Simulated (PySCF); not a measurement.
# SF₅: how level, basis and relativity move the structure

Each row is its own optimisation.

Each entry is the lowest minimum that a search over a few typed start shapes (and spin states, where more than one is plausible) found, or that minimum re-optimised at the stated level; isomers with ligand–ligand bonds, or fragments after loss of a ligand pair, can lie lower. Open shells are unrestricted; no spin–orbit coupling; PySCF with density fitting.

| level | 2S+1 | point group | mean bond to S (Å) | dipole (D) | atomisation (kJ/mol) | highest ω (cm⁻¹) |
| --- | --- | --- | --- | --- | --- | --- |
| PBE0/def2-SVP (no relativity) | 2 | C4v | 1.610 | 0.54 | 1432 | 921 |
| B3LYP/def2-TZVP (no relativity) | ? | ? | ? | ? | ? | ? |
| PBE/def2-TZVP (no relativity) | 2 | C4v | 1.630 | 0.20 | 1719 | 827 |
| PBE0/def2-TZVP (no relativity) | 2 | C4v | 1.591 | 0.27 | 1551 | 904 |

Problem. Fill in the row of B3LYP/def2-TZVP (no relativity).

Solution. 2S+1: 2; point group: C4v; mean bond to S (Å): 1.609; dipole (D): 0.28; atomisation (kJ/mol): 1511; highest ω (cm⁻¹): 870.

Across these levels the mean bond spreads over 0.039 Å and the highest wavenumber over 94 cm⁻¹; all give the same point group.

Levels that gave another bonding pattern or an unsound solution are left out.
